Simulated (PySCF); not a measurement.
C₂H₆OS, SMILES CS(=O)C. Geometry: PBE0-D3(BJ)/def2-SVP.

Computed equilibrium geometry at PBE0-D3(BJ)/def2-SVP (PySCF confirms it by a frequency run) as Cartesian coordinates in Å, and its point group:
point group Cs.
```xyz
10

C     -0.1845     0.8011    -1.3551
S      0.4472    -0.2296     0.0000
C     -0.1845     0.8011     1.3551
O     -0.3871    -1.4768     0.0000
H      0.0510     0.2625    -2.2828
H      0.3021     1.7872    -1.3570
H     -1.2753     0.8875    -1.2458
H     -1.2753     0.8875     1.2458
H      0.0510     0.2625     2.2828
H      0.3021     1.7872     1.3570
```
